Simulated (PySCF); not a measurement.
## Silicon: a sound run and one with changed settings

Sound run: Si [Ne] 3s2 3p2, Si⁺ [Ne] 3s2 3p1. Computed with PySCF 2.14 in cc-pVDZ-DK (4s3p1d, 18 functions), with scalar relativity by spin-free X2C-1e. In the sound run the correlated levels freeze [Ne]. The sound run starts from symmetry-adapted Hartree-Fock orbitals and uses a fine grid where one is needed.

Changed run: no relativity, point nucleus. This setting is unsound on purpose.

| species | method | sound run (hartree) | changed run (hartree) | converged |
| --- | --- | --- | --- | --- |
| Si | UHF | -289.45207 | -288.72775 | yes |
| Si | BP86 | -290.00322 | -289.27940 | yes |
| Si | MN15 | -289.94192 | -289.21841 | yes |
| Si | MP2 | -289.49698 | -288.77265 | yes |
| Si | CCSD(T) | -289.51699 | -288.79271 | yes |
| Si⁺ | UHF | -289.17161 | -288.44680 | yes |
| Si⁺ | BP86 | -289.70012 | -288.97574 | yes |
| Si⁺ | MN15 | -289.64589 | -288.92179 | yes |
| Si⁺ | MP2 | -289.20633 | -288.48153 | yes |
| Si⁺ | CCSD(T) | -289.22527 | -288.50055 | yes |

Ionisation energy of Si:

| method | sound run (eV) | changed run (eV) |
| --- | --- | --- |
| UHF | 7.632 | 7.645 |
| BP86 | 8.248 | 8.263 |
| MN15 | 8.055 | 8.071 |
| MP2 | 7.909 | 7.922 |
| SCS-MP2 | 7.837 | 7.850 |
| CCSD | 7.928 | 7.941 |
| CCSD(T) | 7.938 | 7.950 |

Most of the change in total energy is the relativistic energy itself. On top of that the contraction fixes the core shape for the Hamiltonian it was made with, so the changed run is not a good calculation with the other Hamiltonian either.

For comparison, NIST gives 8.152 eV between the lowest levels.
